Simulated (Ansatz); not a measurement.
Two shapes of singlet CH₂O.

Shape 1:

```xyz
4

C     0.0000    0.0000   -0.5228
O     0.0000    0.0000    0.6733
H     0.0000   -0.9444   -1.1247
H     0.0000    0.9444   -1.1247
```

Shape 2:

```xyz
4

C     0.0000    0.0000   -0.4810
O     0.0000    0.0000    0.6194
H     0.0000   -0.8689   -1.0347
H     0.0000    0.8689   -1.0347
```

Basis set: def2-TZVP (spherical functions). Left uncorrelated: 2 orbitals. Charge 0, multiplicity 1.

Computed with Ansatz (development build ahead of 0.2.0); each method stands on the lowest determinant of its kind that the runs found.

Q: Which shape is lower in energy, and by how much in each method?

A:

```tsv
method	E(2) − E(1) (eV)
RHF	0.513
RHF-MP2	0.862
```

Shape 1 is lower. Caution: no unrestricted run beside it, a lower state can exist.
